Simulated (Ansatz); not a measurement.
Geometry optimisation, Ansatz 0.2.0, RKS B3LYP-D4/def2-TZVP.

input.yaml

```yaml
crystal:
  periodic: [false, false, false]
  atoms:
    - { symbol: Al, position_ang: [-0.125453, 0.449605, -0.50997] }
    - { symbol: "N", position_ang: [0.024949, 0.050971, 2.565382] }
    - { symbol: H, position_ang: [-0.749721, -0.190837, 3.17216] }
    - { symbol: H, position_ang: [0.889688, -0.043752, 3.087249] }
    - { symbol: H, position_ang: [1.361347, -0.007199, -0.744185] }
    - { symbol: H, position_ang: [-1.404945, -0.262005, -1.100358] }
    - { symbol: O, position_ang: [-0.357133, 1.994862, 0.29224] }
    - { symbol: H, position_ang: [-1.198605, 2.446389, 0.186609] }
    - { symbol: H, position_ang: [-0.066327, 1.038466, 2.270773] }
basis:
  gaussian: { orbitals: def2-TZVP }
hamiltonian:
  xc: b3lyp
  dispersion: d4
relax:
  f_tol: 0.03
  max_steps: 50
```

Command:

```bash
$ ansatz run input.yaml --threads 4 --pin off --max-ram 5120MiB --backend cpu --events-out ev --progress --plain --runs-dir out
```

Task: Where does it end, and by what steps?

Result: The forces met the threshold. The force dipped under the threshold on the way, but the program's further checks kept it going. After 21 steps the energy has fallen by 0.829 eV; H6 moved furthest, 0.87 Å. Joined: Al1–N2.

| step | energy less start (eV) | largest force component (eV/Å) | accepted |
| --- | --- | --- | --- |
| 0 | 0.0000 | 0.817 | yes |
| 1 | -0.1616 | 0.719 | yes |
| 2 | -0.3967 | 0.912 | yes |
| 3 | -0.6638 | 0.769 | yes |
| 4 | -0.7411 | 0.950 | yes |
| 5 | -0.7537 | 0.636 | yes |
| 6 | -0.8114 | 0.185 | yes |
| 7 | -0.8192 | 0.062 | yes |
| 8 | -0.8208 | 0.225 | yes |
| 9 | -0.8224 | 0.030 | yes |
| 10 | -0.8230 | 0.073 | yes |
| 11 | -0.8247 | 0.069 | yes |
| 12 | -0.7170 | 2.077 | no |
| 13 | -0.8267 | 0.029 | yes |
| 14 | -0.8171 | 0.737 | no |
| 15 | -0.8272 | 0.172 | yes |
| 16 | -0.8287 | 0.016 | yes |
| 17 | -0.8287 | 0.127 | yes |
| 18 | -0.8291 | 0.043 | yes |
| 19 | -0.8292 | 0.030 | yes |
| 20 | -0.8292 | 0.061 | no |
| 21 | -0.8294 | 0.014 | yes |

```xyz
9
Properties=species:S:1:pos:R:3
Al -0.178 0.442 0.128
N -0.001 0.158 2.155
H -0.727 -0.433 2.547
H 0.901 -0.198 2.451
H 1.293 0.123 -0.399
H -1.351 -0.559 -0.281
O -0.597 2.111 0.389
H -0.847 2.733 -0.293
H -0.119 1.101 2.523
```

Time of the run: 25 s on 4 threads of Intel(R) Xeon(R) Gold 6455B (Sapphire Rapids) (shared host), peak memory 0.24 GiB.
